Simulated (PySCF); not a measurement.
Molecule: `C[S@](=O)/C=C/F`, C3H5FOS.

Mapped SMILES: `[CH3:1][S@:2](=[O:3])/[CH:4]=[CH:5]/[F:6]`. Hydrogens are named by the atom that carries them.

Geometry PBE0-D3(BJ)/def2-SVP throughout; GIAO in PySCF 2.14, gas phase, one conformer, non-relativistic; equivalent atoms averaged; functional PBE0.

Q: How do the absolute shieldings σ depend on the basis set? (ppm; last column core-seconds on shared hosts with different chips, so compare them loosely)

A: 
| basis set | functions | C5 | C4 | C1 | S2 | O3 | F6 | H(C5) | H(C4) | H(C1) | core-s |
| --- | --- | --- | --- | --- | --- | --- | --- | --- | --- | --- | --- |
| STO-3G | 39 | 111.2 | 129.1 | 206.7 | 613.2 | 257.8 | 326.7 | 26.65 | 27.20 | 31.29 | 2.6 |
| 6-31G | 68 | 43.6 | 80.0 | 157.5 | 349.0 | 271.1 | 295.3 | 24.86 | 26.45 | 30.36 | 5 |
| pcSseg-0 | 68 | 17.5 | 60.1 | 145.0 | 302.9 | 284.6 | 283.8 | 25.33 | 26.85 | 30.26 | 4.8 |
| 6-31G* | 98 | 41.4 | 81.8 | 153.3 | 264.1 | 302.6 | 301.6 | 24.87 | 26.43 | 29.82 | 6.9 |
| def2-SVP | 113 | 36.7 | 75.8 | 151.1 | 301.5 | 306.1 | 304.4 | 24.51 | 25.72 | 29.19 | 7.7 |
| cc-pVDZ | 113 | 39.4 | 77.2 | 153.2 | 295.2 | 296.4 | 300.6 | 24.27 | 25.66 | 29.07 | 9.2 |
| aug-cc-pVDZ | 187 | 38.1 | 75.3 | 151.5 | 291.9 | 289.1 | 310.5 | 23.89 | 25.16 | 28.98 | 18 |
| 6-311+G(2d,p) | 200 | 22.0 | 62.2 | 140.8 | 180.9 | 284.8 | 297.3 | 24.18 | 25.44 | 29.12 | 18 |
| def2-TZVP | 222 | 20.6 | 62.5 | 141.3 | 147.2 | 289.3 | 294.2 | 24.27 | 25.39 | 29.18 | 21 |
| cc-pVTZ | 254 | 22.5 | 64.6 | 142.5 | 232.4 | 290.6 | 293.1 | 24.12 | 25.22 | 28.98 | 27 |
| IGLO-III | 269 | 14.4 | 55.7 | 137.4 | 180.7 | 283.3 | 294.7 | 24.03 | 25.25 | 29.01 | 28 |

Q: Which nucleus moves most, in ppm?

A: S2 (sulfoxide sulfur): from 147.2 ppm with def2-TZVP to 613.2 ppm with STO-3G. The smallest spread is 2.04 ppm, at H(C4). Proton shifts span only some 12 ppm, so a few tenths of a ppm matter as much there as several ppm in carbon.

Q: Taking the largest basis, IGLO-III (269 functions), as the yardstick, rank the others by their worst heavy-atom deviation.

A: 6-311+G(2d,p) 7.7 ppm (200 functions), def2-TZVP 33.5 ppm (222 functions), cc-pVTZ 51.7 ppm (254 functions), 6-31G* 83.4 ppm (98 functions), aug-cc-pVDZ 111.2 ppm (187 functions), cc-pVDZ 114.5 ppm (113 functions), def2-SVP 120.8 ppm (113 functions), pcSseg-0 122.2 ppm (68 functions), 6-31G 168.3 ppm (68 functions), STO-3G 432.4 ppm (39 functions).

A small basis that lands close on one nucleus may do so by chance; judge by the trend and by all nuclei.
